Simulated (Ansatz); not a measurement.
Single points on the cluster B₂Cl.

```yaml
crystal:
  periodic: [false, false, false]
  atoms:
    - {symbol: B, position_ang: [0.128241, 1.458951, -0.584626]}
    - {symbol: B, position_ang: [0.004421, 0.050449, -0.020214]}
    - {symbol: Cl, position_ang: [-0.132662, -1.509399, 0.604840]}
basis:
  gaussian: {orbitals: def2-TZVP, initial_orbitals: start.molden}
magnetization: {spin_polarized: true, initial_magnetization: 3}
hamiltonian: {xc: {text: "exchange = 0.65*pbe_x + 0.35*exact_x\ncorrelation = pbe_c"}}
scf: {omitted_lower_state_checks: [starts]}
output: {orbitals: {seedname: orbitals}}
```

The file start.molden holds the orbitals of an earlier run on this structure, at another level or in another basis.

```sh
$ ansatz run in.yaml --threads 4 --pin off --events-out ev --progress --plain --max-ram 3916MiB
```

It prints (some lines left out):

```
Functional definition: unnamed
662 factors; their error is unknown
mean field evaluation 1: about -13866.1844 eV, gradient 2.5e0 eV
mean field evaluation 2: about -13866.1922 eV, gradient 1.4e-2 eV
mean field evaluation 4: about -13866.2501 eV, gradient 3.3e-5 eV
mean field evaluation 8: about -13866.2501 eV, gradient 1.1e-5 eV
mean field -13866.25011268 eV, -509.5752927592 hartree, gradient 1.1e-5 eV, S^2 3.752649; 0 other end points of the search recorded, 0 dependent functions left out
reference -13866.25013614 eV, -509.5752936214 hartree; 15, 12 occupied and 84, 87 virtual orbitals, 662 factors
Total energy: -13866.25013614 eV, -509.5752936214 hartree
Checks for a lower state left out: starts
```

Run time 0.65 s (4 threads of Arm Neoverse V2 on a shared host).

The first input with `gaussian: {orbitals: STO-3G}`, `hamiltonian: {xc: hf}` (abridged; 0.05 s):

```
Functional definition: HF
mean field -13691.79346681 eV, -503.1641292744 hartree, gradient 2.6e-5 eV, S^2 3.754597
Total energy: -13691.79346681 eV, -503.1641292744 hartree
Checks for a lower state left out: starts
```

First input, but with `hamiltonian: {xc: r2scan, dispersion: d4}` (abridged; 1.4 s):

```
Functional definition: r2SCAN
mean field -13870.24049523 eV, -509.7219366130 hartree, gradient 2.4e-5 eV, S^2 3.754103
Total energy: -13870.25419146 eV, -509.7224399401 hartree
Checks for a lower state left out: starts
```

Geometry: r2SCAN-D4/def2-TZVP.

The structure comes from a short search, and lower isomers may exist.
